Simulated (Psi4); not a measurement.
**TPSS/6-311+G(d,p) run of S2F2 (Difluorodisulfane)**

What is the vertical ionisation energy of S2F2 (Difluorodisulfane) at TPSS/6-311+G**? 

The results are computed with Psi4 1.11.

## (1) The molecule

S2F2: 4 atoms, total charge 0, spin state singlet. SMILES: `FSSF`. The shape is that of a PBE0-D4/def2-TZVP optimisation.

Bond lengths: F1–S2 1.631 Å, S2–S3 1.890 Å, S3–F4 1.631 Å. Angles: F1–S2–S3 108.6°, S2–S3–F4 108.6°.

## (2) The energy at TPSS/6-311+G(d,p)

job.in

```
memory 2200 MB

molecule {
  0 1
  F
  S 1 1.631451
  S 2 1.889776 1 108.58854
  F 3 1.631446 2 108.58841 1 -87.92605
  units angstrom
  symmetry c1
  no_reorient
  no_com
}

set {
  puream true
  e_convergence 1e-09
  d_convergence 1e-08
  scf_type pk
  dft_radial_points 99
  dft_spherical_points 590
}

E, wfn = energy("tpss/6-311+G**", return_wfn=True)
print_variables()
```

On the command line:

```bash
$ psi4 -i job.in -o job.out -n 1
```

job.out:

```text
[...]
  Running in c1 symmetry.
[...]
  Nuclear repulsion =  230.128325719284419
[...]
  Multiplicity = 1
[...]
  Nalpha       = 25
  Nbeta        = 25
[...]
    Number of basis functions: 104
[...]
   @RKS iter   1:  -996.07461358198896    7.07522e-02   6.32242e-03 ADIIS/DIIS
[...]
   @RKS iter  12:  -996.16435764756261   -1.70530e-12   6.41798e-09 DIIS
[...]
    Orbital Energies [Eh]
    ---------------------
    Doubly Occupied:
       1A    -88.464638     2A    -88.464638     3A    -24.436428
       4A    -24.436427     5A     -7.850050     6A     -7.849920
       7A     -5.834313     8A     -5.834074     9A     -5.826884
      10A     -5.826305    11A     -5.818660    12A     -5.818659
      13A     -1.161079    14A     -1.156642    15A     -0.815465
      16A     -0.632685    17A     -0.515213    18A     -0.460226
      19A     -0.449983    20A     -0.417575    21A     -0.416190
      22A     -0.395697    23A     -0.329866    24A     -0.280819
      25A     -0.274234
[...]
  @RKS Final Energy:  -996.16435764756261
   => Energetics <=
    Nuclear Repulsion Energy =            230.1283257192844189
    One-Electron Energy =               -1835.7270936765839906
    Two-Electron Energy =                 681.8476550433720149
    DFT Exchange-Correlation Energy =     -72.4132447336350822
    Empirical Dispersion Energy =           0.0000000000000000
    VV10 Nonlocal Energy =                  0.0000000000000000
    Total Energy =                       -996.1643576475626105
[...]
 Multipole Moments:
 ------------------------------------------------------------------------------------
     Multipole            Electronic (a.u.)      Nuclear  (a.u.)        Total (a.u.)
 ------------------------------------------------------------------------------------
 L = 1.  Multiply by 2.5417464519 to convert [e a0] to [Debye]
 Dipole X            :         -0.4829717            0.9296222            0.4466505
 Dipole Y            :         -0.1596383            0.3072587            0.1476203
 Dipole Z            :         -0.4746438            0.9136147            0.4389709
 Magnitude           :                                                    0.6434158
[...]
```

Run time: 35 s. Hardware: 1 thread of AMD EPYC 7R43 (Zen 3), shared host; peak memory 1 GiB.

## (3) The doublet cation, same level

f2s2.xyz

```xyz
4
F2S2
F     -1.783750    -0.199930    -0.621590
S     -0.467670     0.764150    -0.632370
S      1.044990    -0.276390    -0.184720
F      1.206410    -0.287820     1.438680
```

job.py

```python
import psi4

psi4.set_memory('2200 MB')
psi4.set_num_threads(1)
psi4.core.set_output_file('output.dat', False)

with open('f2s2.xyz') as f:
    atoms = ''.join(f.readlines()[2:])
m = psi4.geometry('1 2\n' + atoms + 'symmetry c1\nno_reorient\nno_com')

options = {'basis': '6-311+G**', 'reference': 'uks', 'puream': True, 'e_convergence': 1e-09, 'd_convergence': 1e-08, 'scf_type': 'pk', 'dft_radial_points': 99, 'dft_spherical_points': 590, 'maxiter': 100}
psi4.set_options(options)

energy_value, wavefunction = psi4.energy("tpss", return_wfn=True)
psi4.oeprop(wavefunction, "WIBERG_LOWDIN_INDICES", "MAYER_INDICES", "MULLIKEN_CHARGES")
print(f'total energy {energy_value:.8f} hartree = {energy_value * 27.211386:.5f} eV')
```

On the command line:

```bash
$ python job.py
```

output.dat:

```text
[...]
  Running in c1 symmetry.
[...]
  Nuclear repulsion =  230.128319113788450
[...]
  Multiplicity = 2
[...]
  Nalpha       = 25
  Nbeta        = 24
[...]
    Number of basis functions: 104
[...]
   @UKS iter   1:  -995.69454574931717    4.50820e-01   5.56608e-03 DIIS/ADIIS
[...]
   @UKS iter  16:  -995.76630602073112   -6.02540e-12   8.93981e-09 DIIS
[...]
   @S^2 Observed:                7.573486179E-01
[...]
    Orbital Energies [Eh]
    ---------------------
    Alpha Occupied:
       1A    -88.759767     2A    -88.759766     3A    -24.713737
       4A    -24.713736     5A     -8.142712     6A     -8.142583
       7A     -6.125814     8A     -6.125470     9A     -6.118528
      10A     -6.118135    11A     -6.115369    12A     -6.115290
      13A     -1.428920    14A     -1.423849    15A     -1.102006
      16A     -0.905815    17A     -0.783278    18A     -0.727385
      19A     -0.713165    20A     -0.685292    21A     -0.678786
      22A     -0.654145    23A     -0.592242    24A     -0.559724
      25A     -0.551242
    Alpha Virtual:
[...]
  @UKS Final Energy:  -995.76630602073112
   => Energetics <=
    Nuclear Repulsion Energy =            230.1283191137884501
    One-Electron Energy =               -1821.9295097155884378
    Two-Electron Energy =                 668.0774547852445266
    DFT Exchange-Correlation Energy =     -72.0425702041756324
    Empirical Dispersion Energy =           0.0000000000000000
    VV10 Nonlocal Energy =                  0.0000000000000000
    Total Energy =                       -995.7663060207311219
[...]
 Multipole Moments:
 ------------------------------------------------------------------------------------
     Multipole            Electronic (a.u.)      Nuclear  (a.u.)        Total (a.u.)
 ------------------------------------------------------------------------------------
 L = 1.  Multiply by 2.5417464519 to convert [e a0] to [Debye]
 Dipole X            :         -7.0765451            7.6364967            0.5599516
 Dipole Y            :         -5.9792188            6.4522998            0.4730810
 Dipole Z            :         10.0160375          -10.8085342           -0.7924967
 Magnitude           :                                                    1.0795381
[...]
  Mulliken Charges: (a.u.)
   Center  Symbol    Alpha    Beta     Spin     Total
       1     F     4.55634  4.42819  0.12815  0.01546
       2     S     7.94366  7.57180  0.37186  0.48454
       3     S     7.94366  7.57181  0.37185  0.48453
       4     F     4.55634  4.42819  0.12814  0.01547
   Total alpha = 25.00000, Total beta = 24.00000, Total charge =  1.00000
  Mayer Bond Indices:
  Total Bond Index:
  Irrep: 1 Size: 4 x 4
[...]
```

The script printed:

```text
total energy -995.76630602 hartree = -27096.18132 eV
```

Wall time 68 s (1 thread of AMD EPYC 7R43 (Zen 3), shared host); peak memory 1 GiB.

## (4) Results

Level: TPSS/6-311+G**.

| quantity | value |
| --- | --- |
| singlet S2F2: total energy | -996.16436 Eh |
| singlet S2F2: dipole moment | 1.64 D |
| singlet S2F2: HOMO energy | -7.46 eV |
| singlet S2F2: LUMO energy | -2.77 eV |
| singlet S2F2: HOMO–LUMO gap | 4.69 eV |
| doublet cation: total energy | -995.76631 Eh |
| doublet cation: HOMO energy (highest over α and β) | -14.58 eV |
| doublet cation: LUMO energy (lowest over α and β) | -14.23 eV |
| doublet cation: ⟨S²⟩ | 0.757 |
| vertical ionisation energy (to the doublet cation) | 10.832 eV |

The vertical ionisation energy comes to 10.83 eV (250 kcal/mol). The negative HOMO energy of the first species, 7.46 eV, lies 3.37 eV below that difference. Mulliken charges (doublet cation) run from +0.02 on F1 to +0.48 on S2; in a basis this large or diffuse they mean little.
